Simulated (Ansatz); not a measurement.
## Breaking a bond in CO (SMILES [C-]#[O+])

CO: 2 atoms, total charge 0, spin state singlet. SMILES: `[C-]#[O+]`. The coordinates come from a PBE0-D4/def2-TZVP relaxation.

```xyz
2

C     0.4799   -0.1551    0.2472
O    -0.4799    0.1551   -0.2472
```

The C1–O2 distance is scanned; the parts on either side stay rigid. Basis STO-3G, 2 core orbitals frozen in the correlated methods; program Ansatz 0.2.0. FCI is exact within this basis and core. Energies in eV from each method's value at 1.123 Å; methods without a U are spin-restricted. The shape above is that at 1.123 Å.

| distance (Å) | BLYP | PBE0 | BHLYP | r2SCAN0 | CAM-B3LYP | wB97M-V | FCI |
| --- | --- | --- | --- | --- | --- | --- | --- |
| 1.123 | 0.00 | 0.00 | 0.00 | 0.00 | 0.00 | 0.00 | 0.00 |
| 1.404 | 0.90 | 1.64 | 2.16 | 1.86 | 1.70 | 1.72 | 1.23 |
| 2.247 | 9.93 | 12.58 | 13.21 | 13.20 | 13.02 | 13.28 | 8.46 |
| 2.808 | 12.76 | 15.58 | 14.53 | 15.68 | 15.36 | 15.29 | 9.12 |

Departure from the FCI curve at its largest: BLYP +3.64 eV at 2.81 Å; PBE0 +6.47 eV at 2.81 Å; BHLYP +5.42 eV at 2.81 Å; r2SCAN0 +6.56 eV at 2.81 Å; CAM-B3LYP +6.24 eV at 2.81 Å; wB97M-V +6.17 eV at 2.81 Å. Restricted functionals keep the electrons paired too, and rise too high.
